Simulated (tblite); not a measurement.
Species: ethanesulfonyl chloride, C₂H₅ClO₂S.
Bonds: C1–C2, C2–S3, S3–O4 (double), S3–O5 (double), S3–Cl6. Hydrogens: H7, H8, H9 on C1; H10, H11 on C2.

The geometry is computed with GFN2-xTB (gas phase).

Some entries are withheld. Bonds in one row agree within 0.01 Å.

```
         coordinate    value
              C1–C2  1.504 Å
              C2–S3        ?
       S3=O4, S3=O5        ?
             S3–Cl6        ?
C1–H7, C1–H8, C1–H9  1.088 Å
     C2–H10, C2–H11  1.086 Å
           C1–C2–S3   107.1°
           C2–S3–O4        ?
          C2–S3–Cl6        ?
           O4–S3–O5   118.8°
          O4–S3–Cl6        ?
```

Fill in the missing values.

- C2–S3 = 1.804 Å, drawn single (sp3 carbon bound to sulfur to sulfonyl sulfur); 0.01 Å below the sum of covalent radii, 1.81 Å.
- S3=O4, S3=O5 = 1.426 Å, drawn double (sulfonyl sulfur to sulfonyl oxygen); 0.28 Å below the sum of covalent radii, 1.71 Å.
- S3–Cl6 = 2.039 Å, drawn single (ends: sulfonyl sulfur; chlorine bonded to S); 0.03 Å below the sum of covalent radii, 2.07 Å.
- C2–S3–O4 = 110.7°, at the sulfonyl sulfur; the outer atoms are 2.666 Å apart.
- C2–S3–Cl6 = 101.4°, at the sulfonyl sulfur; the outer atoms are 2.977 Å apart.
- O4–S3–Cl6 = 106.9°, at the sulfonyl sulfur; the outer atoms are 2.807 Å apart.

Radii are Cordero's, carbon taken as 0.76, 0.73 or 0.69 Å for four, three, and two or fewer neighbours.

Its GFN2-xTB frequencies are all real (lowest 86 cm⁻¹). The numbers are those of one conformer (C1–C2–S3–O4 -48°). 3 starts were optimised and ended at 0.00, 0.00 and 0.53 kcal/mol (GFN2-xTB); the lowest of these is shown.

The run took 0.36 s of wall time on one thread, Arm Neoverse V1 (aarch64), shared host with 32 logical CPUs at a one-minute load of 18. These figures are those of the optimisation.
